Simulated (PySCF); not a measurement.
**Question.** Write Cartesian coordinates for `C=C=C/C=N/C` as optimised with PBE0-D3(BJ)/def2-SVP.

**Answer.** 
```
atom  x, y, z in Å
C1    -3.138    0.325   -0.286
C2    -1.979   -0.199    0.007
C3    -0.806   -0.721    0.300
C4     0.463   -0.086   -0.050
N5     1.574   -0.620    0.253
C6     2.780    0.055   -0.120
H7    -3.644    1.007    0.406
H8    -3.643    0.096   -1.231
H9    -0.741   -1.677    0.832
H10    0.396    0.881   -0.592
H11    3.393   -0.607   -0.754
H12    3.383    0.256    0.781
H13    2.622    1.011   -0.659
```

Orientation and origin are arbitrary. Atoms count from 1 in this order. The 2 C–N bonds span 1.269 Å (C4=N5, drawn double) to 1.432 Å (N5–C6, drawn single), a spread of 0.163 Å. The C–C distances run from 1.305 Å (C1=C2, drawn double) to 1.462 Å (C3–C4, drawn single), a spread of 0.157 Å. Of the pairs four or more bonds apart, H10···H13 is among the closest relative to their van der Waals radii: 2.23 Å, 93 % of the sum of Bondi's values. The 6 heavy atoms lie in one plane (0.001 Å rms).

Bonds between heavy atoms (Å): C1=C2 1.305, C2=C3 1.317, C3–C4 1.462, C4=N5 1.269, N5–C6 1.432.

The calculation used PySCF 2.14.0, PBE0-D3(BJ)/def2-SVP geometry optimisation, gas phase.

Point group: Cs (every atom within 0.08 Å of its image). Whether it is a minimum is left open (no frequencies). One conformer, not necessarily the lowest (C2–C3–C4–N5 180°).
